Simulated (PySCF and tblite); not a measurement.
Results of a calculation; reference values are marked as such.
Conformer ensemble of C5H10S, numbered as in [SH:1][CH2:2][CH2:3][CH:4]1[CH2:5][CH2:6]1

Level: PBE0-D3(BJ)/pcSseg-1 (IEF-PCM, chloroform)//GFN2-xTB, thermal terms from GFN2-xTB, symmetry numbers and mirror pairs counted. Conformers within 2.5 kcal/mol (GFN2-xTB free energy) were kept, 6 at most. GIAO shieldings: PBE0/pcSseg-1 (IEF-PCM, chloroform). Shifts are against TMS (¹H), TMS (¹³C) at the same level; of two unlike H on one atom, a is the less shielded. Programs: PySCF with density fitting and tblite.

Torsions listed: H1–S1–C2–C3, S1–C2–C3–C4, C2–C3–C4–C5. Of a mirror pair one member is shown.

| conformer | shape | symmetry | E(GFN2) kcal/mol | E(DFT) kcal/mol | G(298.15 K) kcal/mol | weight % | dipole D |
| --- | --- | --- | --- | --- | --- | --- | --- |
| 1 | -61°, -176°, 153° | C1 (pair) | 0.00 | 0.00 | 0.00 | 25.2 | 2.25 |
| 2 | -61°, -178°, -84° | C1 (pair) | 0.05 | 0.04 | 0.04 | 23.7 | 2.21 |
| 3 | 70°, -69°, -76° | C1 (pair) | 0.33 | 0.02 | 0.20 | 18.0 | 2.16 |
| 4 | 61°, 64°, 155° | C1 (pair) | 0.09 | 0.15 | 0.26 | 16.2 | 2.13 |
| 5 | 63°, -69°, 164° | C1 (pair) | 0.00 | 0.03 | 0.37 | 13.4 | 2.25 |
| 6 | -61°, -63°, 163° | C1 (pair) | 0.53 | 1.02 | 1.17 | 3.5 | 2.12 |

Weights (%) against temperature:

```tsv
T (K)	1	2	3	4	5	6	S(mix) cal/mol/K
250	25.8	24.1	18.3	15.9	13.4	2.6	4.67
298.15	25.2	23.7	18.0	16.2	13.4	3.5	4.71
350	24.6	23.4	17.8	16.4	13.5	4.4	4.75
```

Averaged shifts at 298.15 K. ¹H: 2.64 (H2, 2H), 1.43 (H3, 2H), 0.85 (H4, 1H), 0.49 (H5a/H6a, 2H), 0.10 (H5b/H6b, 2H) ppm. ¹³C: 44.9 (C3), 32.5 (C2), 13.1 (C4), 6.2 (C5/C6) ppm.

Coordinates of conformer 1 (Å):

```xyz
16

S     3.151    0.697   -0.684
C     1.590    0.649    0.264
C     0.618   -0.391   -0.275
C    -0.694   -0.332    0.473
C    -1.958   -0.774   -0.199
C    -1.727    0.680    0.080
H     3.510   -0.561   -0.431
H     1.175    1.651    0.170
H     1.835    0.464    1.310
H     0.446   -0.204   -1.337
H     1.056   -1.388   -0.175
H    -0.598   -0.549    1.531
H    -1.896   -1.111   -1.222
H    -2.696   -1.301    0.386
H    -1.511    1.327   -0.757
H    -2.308    1.155    0.855
```

H on N, O and S are left out: they exchange, and hydrogen bonds move them by several ppm. Shifts are unscaled: against experiment ¹³C can be off by 15 ppm or more and ¹H by 0.8 ppm. For its torsions the set is small; conformers may be missing.

Search and properties took 89 s on 1 thread of Intel Xeon 6975P-C, on a host shared with other jobs (rough), launched as `OMP_NUM_THREADS=1 python ens_run.py task.json out`.
